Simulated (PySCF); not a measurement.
# C4H4F2: the cost of one run

Programs: PySCF 2.14.0, with density-fitted response routines of our own. Each step states its level of theory. These are calculated values for one molecule in the gas phase, unless marked as measured. Atoms are numbered from 0 throughout.

**1. The starting structure**

10 atoms, charge 0, multiplicity 1; geometry from: GFN2-xTB. The atoms were then displaced at random by about 0.01 Å, so the start is not that level's minimum.

Bonds of the start (Å): F0–C1 1.31, C1–C2 1.31, C2–F3 1.39, C2–C4 1.50, C4–C5 1.56, C5–C1 1.50, C4–H6 1.10, C4–H7 1.08, C5–H8 1.07, C5–H9 1.10.

**2. Optimising the geometry at PBE0-D3(BJ)/def2-SVP**

Job settings and geometry (Å):

```
{"job": {"xc": "PBE0", "basis": "def2-SVP", "d3": "d3bj", "grid": 1, "shake": 0.01, "kind": "geom"}, "charge": 0, "multiplicity": 1}
F      0.254310     2.387180    -0.191000
C      0.192810     1.078850    -0.095250
C      1.078250     0.109080    -0.069340
F      2.462420     0.043690    -0.121550
C      0.074860    -0.991760     0.058710
C     -0.981640     0.159700     0.028750
H      0.126330    -1.544810     1.002440
H      0.051520    -1.671720    -0.773880
H     -1.643170     0.141350    -0.811100
H     -1.565250     0.267520     0.951170
```

The run is started by

```bash
OMP_NUM_THREADS=1 python probes_run.py task.json out
```

The driver reads the jobs from task.json and runs them one after another.

Q: Estimate the wall time and peak memory of this first job on 1 thread of Arm Neoverse V2, shared host.

About 20 s, with a peak of 0.42 GiB.
